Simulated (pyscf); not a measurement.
H₃C–GeH₃ (SMILES [CH3][GeH3]) + H• (SMILES [H]) -> CH₄ (SMILES C) + GeH₃• (SMILES [GeH3]), a substitution at C (doublet surface; C–Ge broken, C–H formed). Structures and frequencies: ωB97X-D3(BJ)/def2-SVP in PySCF. Correlated levels are frozen-core, on RHF or UHF. ΔMP2 is the change of the MP2 total energy from the triple- to the quadruple-zeta basis. Energies in kJ/mol from the separated reactants.

Small-basis levels: PySCF, no dispersion term, spherical d functions. AM1 to PM7: differences of heats of formation from MOPAC. GFN2-xTB: tblite. Open shells are spin-unrestricted. 

```csv
level,barrier,reaction energy
HF/STO-3G,229.9,-89.2
HF/3-21G,164.9,-89.0
SVWN5/6-31G*+LANL2DZ,___,-127.1
PBE/6-31G*+LANL2DZ,60.7,-129.4
B3LYP/STO-3G,145.0,-101.2
B3LYP/3-21G,87.8,-106.2
B3LYP/6-31G*+LANL2DZ,74.8,-144.2
B3LYP/6-311+G**+LANL2DZ,70.3,-147.1
B3LYP/def2-SVP,73.3,-133.7
GFN2-xTB,___,-77.2
AM1,-3.5,-164.7
PM3,-24.7,-152.3
CCSD(T)/def2-TZVPP + ΔMP2(QZVPP),___,-116.2
```

Q: Some entries are withheld; supply them.

A: 
- SVWN5/6-31G*+LANL2DZ, barrier: 31.5
- GFN2-xTB, barrier: 124.5
- CCSD(T)/def2-TZVPP + ΔMP2(QZVPP), barrier: 93.8

Against the last row the barrier runs from -118.5 (PM3) to +136.2 kJ/mol (HF/STO-3G). At AM1, PM3 this geometry lies under one side, so the entry may be no barrier of that level: it is a single point on another level's saddle. CCSD(T)/def2-TZVPP + ΔMP2(QZVPP) has limits of its own. The same reactants have a lower exit, to H₃C–GeH₂• + H₂ (barrier +12.3 kJ/mol at ωB97M-D3(BJ), against +91.3 kJ/mol here). One saddle was located; it need not be the lowest between these sides. The angle at the attacked C is 180°. The CCSD(T) − MP2 part came from Ansatz, without density fitting, on the same reference. The frozen core leaves the outer d or s,p core shells of the metals and heavy elements correlated in the MP2 and CC values, and def2-TZVPP describes them poorly, which can shift differences by a few kcal/mol. In the def2 sets elements up to Kr have no core potential.
